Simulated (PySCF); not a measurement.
SMILES ClCCl (PBE0/def2-SVP optimised geometry):

```
5

Cl    -1.235     1.072     0.000
C     -0.533    -0.551     0.000
Cl     1.235    -0.551     0.000
H     -0.875    -1.071     0.902
H     -0.875    -1.072    -0.901
```

Computed with PBE0/def2-TZVP run with PySCF 2.14.0.

Question: What are the frontier orbital energies and the dipole moment?

Answer: HOMO-2 -9.37 eV, HOMO-1 -8.88 eV, HOMO -8.67 eV, LUMO -0.05 eV, LUMO+1 1.04 eV; dipole moment 1.66 D.

On the same geometry PBE/def2-TZVP (PySCF 2.14.0) gives HOMO-2 -7.86 eV, HOMO-1 -7.46 eV, HOMO -7.23 eV, LUMO -1.16 eV, LUMO+1 -0.14 eV; dipole moment 1.58 D.

Meta-Löwdin charges at PBE0/def2-TZVP: Cl1 -0.08, C2 -0.16, Cl3 -0.08, H4 0.16, H5 0.16.
